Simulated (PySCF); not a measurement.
Computed properties of C4H8, SMILES C1CCC1

cyclobutane (C4H8), SMILES C1CCC1. Coordinates come from a PBE0-D3(BJ)/def2-SVP optimisation. Other conformers were not sampled. All values are computed for the isolated molecule unless a solvent is named; none is compared with measurement here.

**Structure.** The optimised structure has D2d symmetry. All 30 harmonic modes at PBE0-D3(BJ)/def2-SVP (PySCF) are real, so it is a minimum. With heavy atoms numbered as in [CH2:1]1[CH2:2][CH2:3][CH2:4]1, the shortest bond between them is C1–C2 at 1.541 Å and the longest C3–C4 at 1.541 Å.

**Vibrations.** The strongest infrared lines (harmonic, unscaled, degenerate partners summed) lie at 3076 cm⁻¹ (123 km/mol, H 95 %), 3153 cm⁻¹ (64 km/mol, H 90 %, C 10 %), 3140 cm⁻¹ (26 km/mol, H 90 %, C 10 %). The softest mode is at 192 cm⁻¹ and the zero-point energy is 69.7 kcal/mol.

**Electronic structure.** M06-2X/def2-TZVP (PySCF) places the frontier levels at -9.80 and 1.98 eV, a gap of 11.78 eV, and gives a dipole moment of 0.00 D and a mean polarisability of 46.5 bohr³. PBE/def2-TZVP (PySCF) at the same geometry gives -7.23 and 0.55 eV, so its gap is 4.00 eV narrower. An orbital gap is neither the optical nor the fundamental gap.

**Excitations.** TDA-ωB97X/def2-SVPD (PySCF) has S1 at 9.04 eV (137 nm, f = 0.083, bright); the most intense of the 10 singlets computed lies at 9.04 eV (f = 0.08). Strengths of degenerate partners are summed. T1 (TDA) is at 8.82 eV, 0.22 eV under S1. TDA-PBE/def2-SVPD (PySCF) puts S1 at 7.55 eV. No vertical singlet excitation falls in the visible range (under 3.1 eV).

**NMR.** GIAO shifts at PBE0/pcSseg-1 (PySCF) (non-relativistic, atoms alike by connectivity averaged): ¹³C at 26.5 ppm against TMS; ¹H at 2.2 ppm against TMS.

**Solvation.** SMD-ωB97X/def2-SVP (PySCF) gives 1.2 kcal/mol in water, -2.7 kcal/mol in ethylethanoate, -2.7 kcal/mol in acetone (1 M in both phases, gas-phase geometry); of these solvents ethylethanoate holds the molecule best.
